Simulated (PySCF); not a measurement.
Species: C₆H₉ (doublet state).
Geometry (GFN2-xTB, Å), atoms numbered from 1 in this order:
```
atom  x, y, z in Å
C1     0.1223   -1.4829    1.1992
C2     0.4584   -0.4578    0.4667
C3     1.9012    0.0288    0.4156
C4    -0.5373    0.2679   -0.3376
C5    -0.2415    1.3161   -1.1001
C6    -1.9386   -0.2607   -0.2405
H7     0.5952   -2.1748    1.8563
H8     2.5298   -0.5901    1.0506
H9     1.9531    1.0586    0.7631
H10    2.2689   -0.0256   -0.6070
H11    0.7515    1.7190   -1.1913
H12   -1.0037    1.8177   -1.6727
H13   -1.9655   -1.3018   -0.5581
H14   -2.6196    0.3175   -0.8593
H15   -2.2784   -0.2239    0.7933
```

The hyperfine couplings belong to this conformer and change with its torsions.

As a line formula: `[H]/[C]=C(\C)C(=C)C` [radical].

Method: UKS B3LYP, pcH-1 on C H, non-relativistic, mean-field spin-orbit, GIAO in PySCF. Geometry: GFN2-xTB, one conformer, isolated molecule. A GFN2-xTB geometry isn't a minimum of the functional, and hyperfine couplings can be far from their values at a DFT geometry. No stability test was run, so a lower SCF solution isn't excluded.

Question: Give the isotropic g value and a_iso(13C) at C3.

Answer: g_iso = 2.00221 and a = +75.57 MHz, or +2.697 mT (Mulliken spin population +0.07). 13C makes up about 1.07 % of the natural element, so this concerns labelled samples or satellites.

Question: Take this nucleus alone (I = 1/2, g_N = 1.4048) with S = 1/2. Where do its 2 lines fall at 9.337 GHz to first order, to second order and exactly?

Answer: First order: B = B0 − a·mI with B0 = 333.185 mT. Second order subtracts a²[I(I+1) − mI²]/(2B0). The exact fields come from the Breit–Rabi levels of H = g μB B Sz − g_N μN B Iz + a S·I.

```tsv
mI	first order (mT)	second order (mT)	exact (mT)	exact − first order
−1/2	334.534	334.528	334.528	-0.005
+1/2	331.837	331.831	331.831	-0.005
```

Question: What g and a would be read from the two outer exact lines by first-order rules?

Answer: Their midpoint, 333.180 mT, gives an apparent g of 2.00224 (true 2.00221), and their distance over 2I an apparent |a| of 2.697 mT (true 2.697).

Other couplings of abundant isotopes, left aside here: 1 × 1H 40 MHz, 1 × 1H 7 MHz, 3 × 1H 5 MHz, 1 × 1H 4 MHz.

Nuclei that the bonding pattern makes equivalent are averaged, as if the motion that swaps them (rotation, inversion, ring flip) were fast.
